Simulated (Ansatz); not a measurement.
# Arsenic, grey arsenic (A7): convergence with the k-point mesh

Computed with Ansatz, r²SCAN, scalar-relativistic PAW, on the relaxed cell (a = 3.590 Å, c = 15.163 Å (c/a = 4.223); spin not included). Errors count from a run at 500 eV on a Γ-centred 17×17×17 mesh with Fermi-Dirac smearing of 0.1 eV, extrapolated to zero width. Fixed here: cutoff 500 eV, Fermi-Dirac width 0.1 eV. The SCF starts from atomic densities corrected by a trained network.

| k-mesh | E(σ→0) error (meV/atom) | P (GPa) | SCF iterations |
| --- | --- | --- | --- |
| 2×2×2 | 648.0 | 4.70 | 6 |
| 3×3×3 | 215.3 | 2.12 | 6 |
| 4×4×4 | 73.6 | 0.68 | 6 |
| 5×5×5 | 24.4 | 0.25 | 6 |
| 6×6×6 | 10.0 | 0.11 | 6 |
| 8×8×8 | 1.8 | 0.02 | 6 |
| 11×11×11 | 0.2 | 0.00 | 6 |
| 15×15×15 | 0.0 | 0.00 | 6 |

Within 5 meV/atom of the last row: from 8×8×8 on.
